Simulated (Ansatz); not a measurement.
# Al₂H₂ (singlet): the correlation ladder at scale of all distances = 1.000, 6-31G

An exercise on one series of results from a longer session: the logs are not shown, and one member is left open.

Computed with Ansatz 0.2.0, Gaussian basis. Level: 6-31G, core rule «outside noble gas», up to 10 orbitals frozen.

To be run: UHF; CCSD(T) on RHF; CCSD(T) on UHF; BCCD(T) on RHF; CISD; CCSDT(Q) on RHF; CCSDT(Q) on UHF; CCSDTQ on RHF; CASSCF and MRCISD+Q, 2 electrons in 2 orbitals; CASSCF and NEVPT2, 2 electrons in 2 orbitals; CASSCF and MRCISD+Q, 8 electrons in 10 orbitals; CASSCF and NEVPT2, 8 electrons in 10 orbitals; Full CI.

20 further runs of the same task are left out: 1 for a mislabelled method, 1 for a known fault of the program, 13 that didn't finish, 5 set aside as unsound or not needed.

## The geometry

The geometry derives from a PBE0/def2-TZVP stationary point (not a proven minimum). All distances are scaled together.

4 atoms, charge 0, spin multiplicity 1.

Atoms are counted from 1 here; the program's logs count them from 0.

Bond lengths: Al1–Al2 2.634 Å, Al1–H3 1.617 Å, Al1–H4 1.823 Å, Al2–H4 1.894 Å. Angles: Al2–Al1–H3 148.7°, Al2–Al1–H4 46.0°, H3–Al1–H4 102.7°, Al1–Al2–H4 43.8°, Al1–H4–Al2 90.2°.

The first run:

in.yaml reads:

```yaml
crystal:
  periodic: [false, false, false]
  atoms:
    - {symbol: Al, position_ang: [0.000000, 0.092491, 1.264725]}
    - {symbol: Al, position_ang: [0.000000, -0.019298, -1.366900]}
    - {symbol: H, position_ang: [0.000000, -0.688202, 2.680370]}
    - {symbol: H, position_ang: [0.000000, -1.271083, 0.054761]}
basis:
  gaussian: {orbitals: 6-31G}
magnetization: {spin_polarized: true, initial_magnetization: 0}
hamiltonian: {xc: hf}
output: {orbitals: {seedname: orbitals}}
```

Launch:

```
> ansatz run in.yaml --threads 1 --pin off --events-out ev --progress --plain --max-ram 2393MiB
```

Among the steps run: UHF; CCSD(T) on RHF; CCSD(T) on UHF; BCCD(T) on RHF; CISD; CCSDT(Q) on RHF; CCSDT(Q) on UHF; CCSDTQ on RHF; CASSCF and MRCISD+Q, 2 electrons in 2 orbitals; CASSCF and NEVPT2, 2 electrons in 2 orbitals; CASSCF and MRCISD+Q, 8 electrons in 10 orbitals; CASSCF and NEVPT2, 8 electrons in 10 orbitals; Full CI.

One of the session's tables, all rows but one given; the rest of the session is left out.

```
          method  from FCI (kcal/mol)
             RHF               +63.26
             UHF               +62.59
            RMP2               +20.90
            CISD                +6.29
           RCCSD                +2.18
        RCCSD(T)                +0.70
         BCCD(T)                +0.69
          RCCSDT                +0.16
       RCCSDT(Q)                +0.04
         RCCSDTQ                 0.00
     CASSCF pair               +53.66
     MRCISD pair                +4.76
   MRCISD+Q pair                -0.47
  CASSCF valence                    ?
  NEVPT2 valence                +4.05
  MRCISD valence                +0.52
MRCISD+Q valence                +0.26
             FCI                    0
```

Q: Estimate the row for CASSCF valence from the others.

The run gave: from FCI (kcal/mol): +13.52. In the column «from FCI (kcal/mol)» it lies between CISD (+6.29) and RMP2 (+20.90).

Not comparable, so not listed: CCSD(T) on UHF; CASSCF and NEVPT2, 2 electrons in 2 orbitals (they don't share determinant, frozen orbitals or solution with the rows shown, or repeat one).

To keep in mind: MRCISD+Q pair falls below full CI: the +Q correction isn't variational, and the cores differ from full CI's. Warnings in the runs' records: passed over end.
